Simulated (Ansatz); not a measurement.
Geometry optimisation, RKS B3LYP-D4/6-31G* (Ansatz 0.2.0).

The input (input.yaml):

```yaml
crystal:
  periodic: [false, false, false]
  atoms:
    - { symbol: Si, position_ang: [0.0, 0.0, 0.0] }
    - { symbol: H, position_ang: [0.0, 0.0, 1.81] }
    - { symbol: H, position_ang: [1.3768, 0.0, -0.4862] }
    - { symbol: H, position_ang: [-0.6877, 1.1914, -0.4862] }
    - { symbol: H, position_ang: [-0.6877, -1.1914, -0.4862] }
    - { symbol: "N", position_ang: [-2.0118, 0.0, 0.6685] }
    - { symbol: H, position_ang: [-2.7319, -0.6071, 0.1822] }
    - { symbol: Si, position_ang: [-2.5026, 1.0424, 2.0773] }
    - { symbol: H, position_ang: [-3.1705, 0.2206, 3.0824] }
    - { symbol: H, position_ang: [-1.3164, 1.6591, 2.6639] }
    - { symbol: H, position_ang: [-3.4153, 2.0851, 1.6175] }
    - { symbol: H, position_ang: [-0.9927, 0.0, 1.7642] }
basis:
  gaussian: { orbitals: "6-31G*" }
hamiltonian:
  xc: b3lyp
  dispersion: d4
relax:
  f_tol: 0.15
  max_steps: 25
  restrain:
    - { distance: [0, 5], at: 1.82, k: 30.0 }
    - { distance: [11, 1], at: 0.66, k: 30.0 }
    - { distance: [0, 1], at: 2.66, k: 30.0 }
    - { distance: [11, 5], at: 2.26, k: 30.0 }
output:
  orbitals: {}
```

Run as:

```bash
$ ansatz run input.yaml --threads 1 --pin off --max-ram 2048MiB --backend cpu --events-out ev --progress --plain --runs-dir out
```

Q: Where does it end, and by what steps?

A: The forces met the threshold. The restraints hold the end off the free minimum. After 13 steps the energy has fallen by 5.014 eV (the restraints' own energy left out); H3 moved furthest, 1.54 Å. Joined: H2–H12 (0.99 → 0.71 Å).

| step | energy less start (eV) | largest force component (eV/Å) | accepted |
| --- | --- | --- | --- |
| 0 | 0.0000 | 3.070 | yes |
| 1 | -0.1831 | 3.032 | yes |
| 2 | -0.8630 | 3.083 | yes |
| 3 | -2.4150 | 2.910 | yes |
| 4 | -3.4793 | 2.177 | yes |
| 5 | -4.1832 | 1.909 | yes |
| 6 | -4.6323 | 1.188 | yes |
| 7 | -4.8267 | 1.211 | yes |
| 8 | -4.8827 | 1.135 | yes |
| 9 | -4.9137 | 1.472 | yes |
| 10 | -4.9534 | 1.564 | yes |
| 11 | -4.9959 | 0.934 | yes |
| 12 | -5.0129 | 1.318 | yes |
| 13 | -5.0144 | 1.559 | yes |

```xyz
12
Properties=species:S:1:pos:R:3
Si -0.515 0.260 -0.197
H 0.357 -1.276 1.810
H 0.620 0.854 0.549
H -0.806 1.154 -1.352
H -0.167 -1.084 -0.721
N -1.932 0.085 0.880
H -2.500 -0.741 0.706
Si -2.590 1.289 1.947
H -3.170 0.636 3.153
H -1.466 2.181 2.340
H -3.658 2.139 1.346
H -0.313 -1.097 1.946
```

The run took 28 s on 1 thread of Intel(R) Xeon(R) 6975P-C (Granite Rapids), on a shared host, peak memory 0.16 GiB.
